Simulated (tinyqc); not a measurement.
Worked calculation (part 2 of 2): UHF in the sto-6g basis, for LiH+, spin multiplicity 2. Computed by tinyqc, a small Python program that keeps every step (integrals from PySCF). Command: `OMP_NUM_THREADS=1 python tinyqc.py 20912 20913 out.jsonl` (the two numbers bound the seeds that draw the settings). One thread of a shared host (Intel(R) Xeon(R) Processor @ 2.60GHz), about 0.2 s of CPU time with the checks.

Geometry (angstrom):

| atom | x | y | z |
|---|---|---|---|
| Li | 0.0000 | 0.0000 | 0.0000 |
| H | 0.0000 | 0.0000 | 1.9240 |

## Iteration 3: building the Fock matrix

D(alpha) after iteration 2:
```
          1Li 1s  1Li 2s  1Li 2px  1Li 2py  1Li 2pz    2H 1s
1Li 1s    0.9927  0.0092   0.0000   0.0000  -0.0325  -0.0685
1Li 2s    0.0092  0.0619   0.0000   0.0000   0.0885   0.1693
1Li 2px   0.0000  0.0000   0.0000   0.0000   0.0000   0.0000
1Li 2py   0.0000  0.0000   0.0000   0.0000   0.0000   0.0000
1Li 2pz  -0.0325  0.0885   0.0000   0.0000   0.1312   0.2394
2H 1s    -0.0685  0.1693   0.0000   0.0000   0.2394   0.4963
```

D(beta) after iteration 2:
```
          1Li 1s   1Li 2s  1Li 2px  1Li 2py  1Li 2pz    2H 1s
1Li 1s    0.9839   0.0324   0.0000   0.0000   0.0014  -0.0038
1Li 2s    0.0324   0.0011   0.0000   0.0000   0.0000  -0.0001
1Li 2px   0.0000   0.0000   0.0000   0.0000   0.0000   0.0000
1Li 2py   0.0000   0.0000   0.0000   0.0000   0.0000   0.0000
1Li 2pz   0.0014   0.0000   0.0000   0.0000   0.0000   0.0000
2H 1s    -0.0038  -0.0001   0.0000   0.0000   0.0000   0.0000
```

core Hamiltonian H = T + V (hartree):
```
          1Li 1s   1Li 2s  1Li 2px  1Li 2py  1Li 2pz    2H 1s
1Li 1s   -4.7254  -1.0039   0.0000   0.0000  -0.0118  -0.1476
1Li 2s   -1.0039  -1.3505   0.0000   0.0000  -0.1032  -0.5130
1Li 2px   0.0000   0.0000  -1.1101   0.0000   0.0000   0.0000
1Li 2py   0.0000   0.0000   0.0000  -1.1101   0.0000   0.0000
1Li 2pz  -0.0118  -0.1032   0.0000   0.0000  -1.1908  -0.6696
2H 1s    -0.1476  -0.5130   0.0000   0.0000  -0.6696  -1.2956
```

Two-electron integrals (ij|kl) in chemists' order, unique and non-zero (hartree):
```
(11|11) 1.6812   (21|11) 0.2426   (21|21) 0.0445   (22|11) 0.3972
(22|21) 0.0903   (22|22) 0.2906   (31|31) 0.0094   (32|31) 0.0143
(32|32) 0.0642   (33|11) 0.3972   (33|21) 0.0903   (33|22) 0.2906
(33|33) 0.3131   (41|41) 0.0094   (42|41) 0.0143   (42|42) 0.0642
(43|43) 0.0169   (44|11) 0.3972   (44|21) 0.0903   (44|22) 0.2906
(44|33) 0.2794   (44|44) 0.3131   (51|51) 0.0094   (52|51) 0.0143
(52|52) 0.0642   (53|53) 0.0169   (54|54) 0.0169   (55|11) 0.3972
(55|21) 0.0903   (55|22) 0.2906   (55|33) 0.2794   (55|44) 0.2794
(55|55) 0.3131   (61|11) 0.0345   (61|21) 0.0062   (61|22) 0.0128
(61|33) 0.0126   (61|44) 0.0126   (61|51) 0.0008   (61|52) 0.0017
(61|55) 0.0132   (61|61) 0.0010   (62|11) 0.1062   (62|21) 0.0246
(62|22) 0.0868   (62|33) 0.0820   (62|44) 0.0820   (62|51) 0.0041
(62|52) 0.0264   (62|55) 0.0963   (62|61) 0.0042   (62|62) 0.0466
(63|31) 0.0018   (63|32) 0.0089   (63|53) 0.0038   (63|63) 0.0028
(64|41) 0.0018   (64|42) 0.0089   (64|54) 0.0038   (64|64) 0.0028
(65|11) 0.1375   (65|21) 0.0321   (65|22) 0.1167   (65|33) 0.1087
(65|44) 0.1087   (65|51) 0.0064   (65|52) 0.0409   (65|55) 0.1327
(65|61) 0.0057   (65|62) 0.0682   (65|65) 0.1010   (66|11) 0.2748
(66|21) 0.0647   (66|22) 0.2511   (66|33) 0.2294   (66|44) 0.2294
(66|51) 0.0115   (66|52) 0.0935   (66|55) 0.2947   (66|61) 0.0115
(66|62) 0.1737   (66|65) 0.2629   (66|66) 0.7750
```

nuclear repulsion = 0.825120 hartree

J_ij = sum D_kl (ij|kl) with D = D(alpha) + D(beta), K_ij = sum D_kl (ik|jl) for each spin; F = H + J - K(s); E = tr D H + tr D J / 2 - 0.5 sum_s tr D(s) K(s) + E_nn.

Coulomb J (hartree):
```
         1Li 1s  1Li 2s  1Li 2px  1Li 2py  1Li 2pz   2H 1s
1Li 1s   3.6537  0.5557   0.0000   0.0000   0.0120  0.0812
1Li 2s   0.5557  1.0571   0.0000   0.0000   0.0852  0.3684
1Li 2px  0.0000  0.0000   1.0394   0.0000   0.0000  0.0000
1Li 2py  0.0000  0.0000   0.0000   1.0394   0.0000  0.0000
1Li 2pz  0.0120  0.0852   0.0000   0.0000   1.0925  0.5072
2H 1s    0.0812  0.3684   0.0000   0.0000   0.5072  1.1865
```

exchange K(alpha) (hartree):
```
          1Li 1s  1Li 2s  1Li 2px  1Li 2py  1Li 2pz   2H 1s
1Li 1s    1.6758  0.2545   0.0000   0.0000  -0.0002  0.0389
1Li 2s    0.2545  0.1340   0.0000   0.0000   0.1165  0.1994
1Li 2px   0.0000  0.0000   0.0218   0.0000   0.0000  0.0000
1Li 2py   0.0000  0.0000   0.0000   0.0218   0.0000  0.0000
1Li 2pz  -0.0002  0.1165   0.0000   0.0000   0.1814  0.2829
2H 1s     0.0389  0.1994   0.0000   0.0000   0.2829  0.5967
```

exchange K(beta) (hartree):
```
         1Li 1s  1Li 2s  1Li 2px  1Li 2py  1Li 2pz   2H 1s
1Li 1s   1.6697  0.2527   0.0000   0.0000   0.0000  0.0367
1Li 2s   0.2527  0.0498   0.0000   0.0000   0.0000  0.0072
1Li 2px  0.0000  0.0000   0.0103   0.0000   0.0000  0.0000
1Li 2py  0.0000  0.0000   0.0000   0.0103   0.0000  0.0000
1Li 2pz  0.0000  0.0000   0.0000   0.0000   0.0102  0.0010
2H 1s    0.0367  0.0072   0.0000   0.0000   0.0010  0.0012
```

F(alpha) (hartree):
```
          1Li 1s   1Li 2s  1Li 2px  1Li 2py  1Li 2pz    2H 1s
1Li 1s   -2.7475  -0.7027   0.0000   0.0000   0.0004  -0.1054
1Li 2s   -0.7027  -0.4275   0.0000   0.0000  -0.1345  -0.3440
1Li 2px   0.0000   0.0000  -0.0925   0.0000   0.0000   0.0000
1Li 2py   0.0000   0.0000   0.0000  -0.0925   0.0000   0.0000
1Li 2pz   0.0004  -0.1345   0.0000   0.0000  -0.2797  -0.4453
2H 1s    -0.1054  -0.3440   0.0000   0.0000  -0.4453  -0.7058
```

F(beta) (hartree):
```
          1Li 1s   1Li 2s  1Li 2px  1Li 2py  1Li 2pz    2H 1s
1Li 1s   -2.7414  -0.7010   0.0000   0.0000   0.0002  -0.1032
1Li 2s   -0.7010  -0.3432   0.0000   0.0000  -0.0180  -0.1518
1Li 2px   0.0000   0.0000  -0.0809   0.0000   0.0000   0.0000
1Li 2py   0.0000   0.0000   0.0000  -0.0809   0.0000   0.0000
1Li 2pz   0.0002  -0.0180   0.0000   0.0000  -0.1086  -0.1634
2H 1s    -0.1032  -0.1518   0.0000   0.0000  -0.1634  -0.1103
```

total energy of this density = -7.692004 hartree

This density is a damped mixture and is not idempotent.

## Iteration 3: diagonalisation and new density

X:
```
          1Li 1s   1Li 2s  1Li 2px  1Li 2py  1Li 2pz    2H 1s
1Li 1s    1.0223  -0.1271   0.0000   0.0000  -0.0067   0.0160
1Li 2s   -0.1271   1.0730   0.0000   0.0000   0.0690  -0.2018
1Li 2px   0.0000   0.0000   1.0000   0.0000   0.0000   0.0000
1Li 2py   0.0000   0.0000   0.0000   1.0000   0.0000   0.0000
1Li 2pz  -0.0067   0.0690   0.0000   0.0000   1.0930  -0.2727
2H 1s     0.0160  -0.2018   0.0000   0.0000  -0.2727   1.1426
```

overlap S:
```
         1Li 1s  1Li 2s  1Li 2px  1Li 2py  1Li 2pz   2H 1s
1Li 1s   1.0000  0.2357   0.0000   0.0000   0.0000  0.0339
1Li 2s   0.2357  1.0000   0.0000   0.0000   0.0000  0.3191
1Li 2px  0.0000  0.0000   1.0000   0.0000   0.0000  0.0000
1Li 2py  0.0000  0.0000   0.0000   1.0000   0.0000  0.0000
1Li 2pz  0.0000  0.0000   0.0000   0.0000   1.0000  0.4389
2H 1s    0.0339  0.3191   0.0000   0.0000   0.4389  1.0000
```

Diagonalise F' = X^T F X, C = X C', fill 2 alpha and 1 beta electrons from the bottom; D(s) = C_occ C_occ^T; the new density keeps 0.7 of the old one (damping). Each column has its largest component positive (the first on a tie).

F' = X^T F X (alpha) (hartree):
```
         1        2        3        4        5        6
1  -2.6980  -0.3561   0.0000   0.0000   0.0052   0.0053
2  -0.3561  -0.2388   0.0000   0.0000  -0.0329  -0.2025
3   0.0000   0.0000  -0.0925   0.0000   0.0000   0.0000
4   0.0000   0.0000   0.0000  -0.0925   0.0000   0.0000
5   0.0052  -0.0329   0.0000   0.0000  -0.1304  -0.2940
6   0.0053  -0.2025   0.0000   0.0000  -0.2940  -0.5383
```

orbital energies (alpha) (hartree): MO1 -2.7488, MO2 -0.7584, MO3 -0.1441, MO4 -0.0925, MO5 -0.0925, MO6 0.0457

coefficients C (alpha):
```
             MO1      MO2      MO3      MO4     MO5      MO6
1Li 1s    0.9942  -0.0863  -0.2371   0.0000  0.0000  -0.0975
1Li 2s    0.0237   0.2071   0.9524   0.0000  0.0000   0.5123
1Li 2px   0.0000   0.0000   0.0000  -0.2021  0.9794   0.0000
1Li 2py   0.0000   0.0000   0.0000   0.9794  0.2021   0.0000
1Li 2pz   0.0013   0.2444  -0.3916   0.0000  0.0000   1.0299
2H 1s    -0.0007   0.7926  -0.1966   0.0000  0.0000  -0.8684
```

F' = X^T F X (beta) (hartree):
```
         1        2        3        4        5        6
1  -2.6912  -0.3618   0.0000   0.0000  -0.0041  -0.0066
2  -0.3618  -0.1909   0.0000   0.0000   0.0298  -0.1159
3   0.0000   0.0000  -0.0809   0.0000   0.0000   0.0000
4   0.0000   0.0000   0.0000  -0.0809   0.0000   0.0000
5  -0.0041   0.0298   0.0000   0.0000  -0.0390  -0.1609
6  -0.0066  -0.1159   0.0000   0.0000  -0.1609   0.0038
```

orbital energies (beta) (hartree): MO1 -2.7427, MO2 -0.2272, MO3 -0.1278, MO4 -0.0809, MO5 -0.0809, MO6 0.1805

coefficients C (beta):
```
             MO1      MO2      MO3      MO4     MO5      MO6
1Li 1s    0.9943  -0.1762  -0.1805   0.0000  0.0000   0.0961
1Li 2s    0.0235   0.6167   0.7383   0.0000  0.0000  -0.5359
1Li 2px   0.0000   0.0000   0.0000  -0.3895  0.9210   0.0000
1Li 2py   0.0000   0.0000   0.0000   0.9210  0.3895   0.0000
1Li 2pz   0.0013   0.3406  -0.6362   0.0000  0.0000  -0.8678
2H 1s    -0.0031   0.4595  -0.2383   0.0000  0.0000   1.0737
```

D(alpha) after iteration 3:
```
          1Li 1s  1Li 2s  1Li 2px  1Li 2py  1Li 2pz    2H 1s
1Li 1s    0.9937  0.0081   0.0000   0.0000  -0.0287  -0.0687
1Li 2s    0.0081  0.0563   0.0000   0.0000   0.0771   0.1678
1Li 2px   0.0000  0.0000   0.0000   0.0000   0.0000   0.0000
1Li 2py   0.0000  0.0000   0.0000   0.0000   0.0000   0.0000
1Li 2pz  -0.0287  0.0771   0.0000   0.0000   0.1097   0.2257
2H 1s    -0.0687  0.1678   0.0000   0.0000   0.2257   0.5359
```

D(beta) after iteration 3:
```
          1Li 1s   1Li 2s  1Li 2px  1Li 2py  1Li 2pz    2H 1s
1Li 1s    0.9853   0.0297   0.0000   0.0000   0.0014  -0.0036
1Li 2s    0.0297   0.0010   0.0000   0.0000   0.0000  -0.0001
1Li 2px   0.0000   0.0000   0.0000   0.0000   0.0000   0.0000
1Li 2py   0.0000   0.0000   0.0000   0.0000   0.0000   0.0000
1Li 2pz   0.0014   0.0000   0.0000   0.0000   0.0000   0.0000
2H 1s    -0.0036  -0.0001   0.0000   0.0000   0.0000   0.0000
```

Within a degenerate level the vectors are fixed only up to a rotation; this is one choice.

## Iteration 4: building the Fock matrix

As before.

Coulomb J (hartree):
```
         1Li 1s  1Li 2s  1Li 2px  1Li 2py  1Li 2pz   2H 1s
1Li 1s   3.6518  0.5550   0.0000   0.0000   0.0120  0.0811
1Li 2s   0.5550  1.0559   0.0000   0.0000   0.0863  0.3702
1Li 2px  0.0000  0.0000   1.0379   0.0000   0.0000  0.0000
1Li 2py  0.0000  0.0000   0.0000   1.0379   0.0000  0.0000
1Li 2pz  0.0120  0.0863   0.0000   0.0000   1.0921  0.5103
2H 1s    0.0811  0.3702   0.0000   0.0000   0.5103  1.1998
```

exchange K(alpha) (hartree):
```
         1Li 1s  1Li 2s  1Li 2px  1Li 2py  1Li 2pz   2H 1s
1Li 1s   1.6763  0.2534   0.0000   0.0000   0.0001  0.0388
1Li 2s   0.2534  0.1317   0.0000   0.0000   0.1134  0.2007
1Li 2px  0.0000  0.0000   0.0210   0.0000   0.0000  0.0000
1Li 2py  0.0000  0.0000   0.0000   0.0210   0.0000  0.0000
1Li 2pz  0.0001  0.1134   0.0000   0.0000   0.1745  0.2831
2H 1s    0.0388  0.2007   0.0000   0.0000   0.2831  0.6156
```

exchange K(beta) (hartree):
```
         1Li 1s  1Li 2s  1Li 2px  1Li 2py  1Li 2pz   2H 1s
1Li 1s   1.6708  0.2518   0.0000   0.0000   0.0001  0.0365
1Li 2s   0.2518  0.0493   0.0000   0.0000   0.0000  0.0071
1Li 2px  0.0000  0.0000   0.0102   0.0000   0.0000  0.0000
1Li 2py  0.0000  0.0000   0.0000   0.0102   0.0000  0.0000
1Li 2pz  0.0001  0.0000   0.0000   0.0000   0.0102  0.0010
2H 1s    0.0365  0.0071   0.0000   0.0000   0.0010  0.0011
```

F(alpha) (hartree):
```
          1Li 1s   1Li 2s  1Li 2px  1Li 2py  1Li 2pz    2H 1s
1Li 1s   -2.7499  -0.7023   0.0000   0.0000   0.0002  -0.1053
1Li 2s   -0.7023  -0.4263   0.0000   0.0000  -0.1303  -0.3435
1Li 2px   0.0000   0.0000  -0.0932   0.0000   0.0000   0.0000
1Li 2py   0.0000   0.0000   0.0000  -0.0932   0.0000   0.0000
1Li 2pz   0.0002  -0.1303   0.0000   0.0000  -0.2732  -0.4424
2H 1s    -0.1053  -0.3435   0.0000   0.0000  -0.4424  -0.7115
```

F(beta) (hartree):
```
          1Li 1s   1Li 2s  1Li 2px  1Li 2py  1Li 2pz    2H 1s
1Li 1s   -2.7444  -0.7007   0.0000   0.0000   0.0002  -0.1030
1Li 2s   -0.7007  -0.3439   0.0000   0.0000  -0.0169  -0.1499
1Li 2px   0.0000   0.0000  -0.0824   0.0000   0.0000   0.0000
1Li 2py   0.0000   0.0000   0.0000  -0.0824   0.0000   0.0000
1Li 2pz   0.0002  -0.0169   0.0000   0.0000  -0.1089  -0.1603
2H 1s    -0.1030  -0.1499   0.0000   0.0000  -0.1603  -0.0970
```

total energy of this density = -7.696646 hartree

This density is a damped mixture and is not idempotent.

## Iteration 4: DIIS over 2 matrices

error matrix X^T (FDS - SDF) X (alpha):
```
         1        2       3       4        5       6
1   0.0000  -0.0147  0.0000  0.0000   0.0056  0.0006
2   0.0147   0.0000  0.0000  0.0000  -0.0094  0.0252
3   0.0000   0.0000  0.0000  0.0000   0.0000  0.0000
4   0.0000   0.0000  0.0000  0.0000   0.0000  0.0000
5  -0.0056   0.0094  0.0000  0.0000   0.0000  0.0593
6  -0.0006  -0.0252  0.0000  0.0000  -0.0593  0.0000
```

B (overlaps of the stored error matrices):
```
               1              2
1  1.4842461e-02  1.1899579e-02
2  1.1899579e-02  9.5497647e-03
```

Minimise |sum c_i e_i|^2 with sum c_i = 1: solve [B -1; -1 0][c; lambda] = [0; -1] with B_ij = tr e_i^T e_j summed over both spins, and take F = sum c_i F_i.

DIIS coefficients: -3.9621  4.9621

extrapolated F(alpha) (hartree):
```
          1Li 1s   1Li 2s  1Li 2px  1Li 2py  1Li 2pz    2H 1s
1Li 1s   -2.7596  -0.7006   0.0000   0.0000  -0.0007  -0.1048
1Li 2s   -0.7006  -0.4219   0.0000   0.0000  -0.1137  -0.3415
1Li 2px   0.0000   0.0000  -0.0964   0.0000   0.0000   0.0000
1Li 2py   0.0000   0.0000   0.0000  -0.0964   0.0000   0.0000
1Li 2pz  -0.0007  -0.1137   0.0000   0.0000  -0.2476  -0.4310
2H 1s    -0.1048  -0.3415   0.0000   0.0000  -0.4310  -0.7339
```

extrapolated F(beta) (hartree):
```
          1Li 1s   1Li 2s  1Li 2px  1Li 2py  1Li 2pz    2H 1s
1Li 1s   -2.7561  -0.6998   0.0000   0.0000   0.0002  -0.1025
1Li 2s   -0.6998  -0.3466   0.0000   0.0000  -0.0124  -0.1424
1Li 2px   0.0000   0.0000  -0.0882   0.0000   0.0000   0.0000
1Li 2py   0.0000   0.0000   0.0000  -0.0882   0.0000   0.0000
1Li 2pz   0.0002  -0.0124   0.0000   0.0000  -0.1101  -0.1479
2H 1s    -0.1025  -0.1424   0.0000   0.0000  -0.1479  -0.0442
```

## Iteration 4: diagonalisation and new density

As before.

F' = X^T F X (alpha) (hartree):
```
         1        2        3        4        5        6
1  -2.7111  -0.3532   0.0000   0.0000   0.0013   0.0056
2  -0.3532  -0.2325   0.0000   0.0000  -0.0112  -0.1991
3   0.0000   0.0000  -0.0964   0.0000   0.0000   0.0000
4   0.0000   0.0000   0.0000  -0.0964   0.0000   0.0000
5   0.0013  -0.0112   0.0000   0.0000  -0.0996  -0.2807
6   0.0056  -0.1991   0.0000   0.0000  -0.2807  -0.5802
```

orbital energies (alpha) (hartree): MO1 -2.7607, MO2 -0.7681, MO3 -0.1512, MO4 -0.0964, MO5 -0.0964, MO6 0.0566

coefficients C (alpha):
```
             MO1      MO2      MO3      MO4     MO5      MO6
1Li 1s    0.9948  -0.0794  -0.2351   0.0000  0.0000  -0.1021
1Li 2s    0.0214   0.1769   0.9515   0.0000  0.0000   0.5252
1Li 2px   0.0000   0.0000   0.0000  -0.1617  0.9868   0.0000
1Li 2py   0.0000   0.0000   0.0000   0.9868  0.1617   0.0000
1Li 2pz   0.0015   0.1899  -0.3938   0.0000  0.0000   1.0405
2H 1s    -0.0007   0.8385  -0.1923   0.0000  0.0000  -0.8251
```

F' = X^T F X (beta) (hartree):
```
         1        2        3        4        5        6
1  -2.7069  -0.3581   0.0000   0.0000  -0.0046  -0.0066
2  -0.3581  -0.1963   0.0000   0.0000   0.0332  -0.1182
3   0.0000   0.0000  -0.0882   0.0000   0.0000   0.0000
4   0.0000   0.0000   0.0000  -0.0882   0.0000   0.0000
5  -0.0046   0.0332   0.0000   0.0000  -0.0447  -0.1606
6  -0.0066  -0.1182   0.0000   0.0000  -0.1606   0.0765
```

orbital energies (beta) (hartree): MO1 -2.7572, MO2 -0.2079, MO3 -0.1300, MO4 -0.0882, MO5 -0.0882, MO6 0.2235

coefficients C (beta):
```
             MO1      MO2      MO3      MO4     MO5      MO6
1Li 1s    0.9948  -0.2083   0.1427   0.0000  0.0000   0.0901
1Li 2s    0.0215   0.7664  -0.5951   0.0000  0.0000  -0.5205
1Li 2px   0.0000   0.0000   0.0000  -0.4719  0.8816   0.0000
1Li 2py   0.0000   0.0000   0.0000   0.8816  0.4719   0.0000
1Li 2pz   0.0012   0.2924   0.7352   0.0000  0.0000  -0.8048
2H 1s    -0.0030   0.3362   0.2417   0.0000  0.0000   1.1178
```

D(alpha) after iteration 4:
```
          1Li 1s  1Li 2s  1Li 2px  1Li 2py  1Li 2pz    2H 1s
1Li 1s    0.9943  0.0079   0.0000   0.0000  -0.0241  -0.0683
1Li 2s    0.0079  0.0490   0.0000   0.0000   0.0641   0.1619
1Li 2px   0.0000  0.0000   0.0000   0.0000   0.0000   0.0000
1Li 2py   0.0000  0.0000   0.0000   0.0000   0.0000   0.0000
1Li 2pz  -0.0241  0.0641   0.0000   0.0000   0.0876   0.2058
2H 1s    -0.0683  0.1619   0.0000   0.0000   0.2058   0.5861
```

D(beta) after iteration 4:
```
          1Li 1s   1Li 2s  1Li 2px  1Li 2py  1Li 2pz    2H 1s
1Li 1s    0.9866   0.0272   0.0000   0.0000   0.0013  -0.0034
1Li 2s    0.0272   0.0008   0.0000   0.0000   0.0000  -0.0001
1Li 2px   0.0000   0.0000   0.0000   0.0000   0.0000   0.0000
1Li 2py   0.0000   0.0000   0.0000   0.0000   0.0000   0.0000
1Li 2pz   0.0013   0.0000   0.0000   0.0000   0.0000   0.0000
2H 1s    -0.0034  -0.0001   0.0000   0.0000   0.0000   0.0000
```

Within a degenerate level the vectors are fixed only up to a rotation; this is one choice.

## Convergence

Stop when the energy changes by less than 1e-10 hartree and every element of the error matrix X^T (F D S - S D F) X (for each spin) is below 3e-06.

Course of the cycle:

| iteration | E (hartree) | change | largest element of the error matrix |
|---|---|---|---|
| 1 | -7.679417 | - | 1.13e-01 |
| 2 | -7.686260 | -6.84e-03 | 9.12e-02 |
| 3 | -7.692004 | -5.74e-03 | 7.36e-02 |
| 4 | -7.696646 | -4.64e-03 | 5.93e-02 |
| 5 | -7.700091 | -3.44e-03 | 4.19e-02 |
| 6 | -7.702951 | -2.86e-03 | 2.94e-02 |
| 7 | -7.705220 | -2.27e-03 | 2.06e-02 |
| 8 | -7.706941 | -1.72e-03 | 1.44e-02 |
| 9 | -7.708212 | -1.27e-03 | 1.01e-02 |
| 10 | -7.709133 | -9.21e-04 | 7.05e-03 |
| 11 | -7.709793 | -6.60e-04 | 4.94e-03 |
| 12 | -7.710263 | -4.70e-04 | 3.46e-03 |
| 13 | -7.710596 | -3.33e-04 | 2.42e-03 |
| 14 | -7.710831 | -2.35e-04 | 1.69e-03 |
| ... | ... | ... | ... |
| 40 | -7.711385 | -2.24e-08 | 1.59e-07 |
| 41 | -7.711385 | -1.57e-08 | 1.11e-07 |
| 42 | -7.711385 | -1.10e-08 | 7.79e-08 |
| 43 | -7.711385 | -7.70e-09 | 5.46e-08 |
| 44 | -7.711385 | -5.39e-09 | 3.82e-08 |
| 45 | -7.711385 | -3.77e-09 | 2.67e-08 |
| 46 | -7.711385 | -2.64e-09 | 1.87e-08 |
| 47 | -7.711385 | -1.85e-09 | 1.31e-08 |
| 48 | -7.711385 | -1.29e-09 | 9.17e-09 |
| 49 | -7.711385 | -9.06e-10 | 6.42e-09 |
| 50 | -7.711385 | -6.34e-10 | 4.49e-09 |
| 51 | -7.711385 | -4.44e-10 | 3.15e-09 |
| 52 | -7.711385 | -3.11e-10 | 2.20e-09 |
| 53 | -7.711385 | -2.17e-10 | 1.54e-09 |

PySCF UHF in the same basis, after a stability check = -7.711385 hartree

Not converged within the cap of 53 iterations: the residual falls steadily but slowly, by a factor of about 0.70 a step. Reruns (cap 100 unless said): DIIS 8: converged in 7; damping 0.5: converged in 32; level shift 0.5: converged in 24; atomic densities as start, DIIS 8: converged in 8; the original settings with a cap of 400: converged in 56.
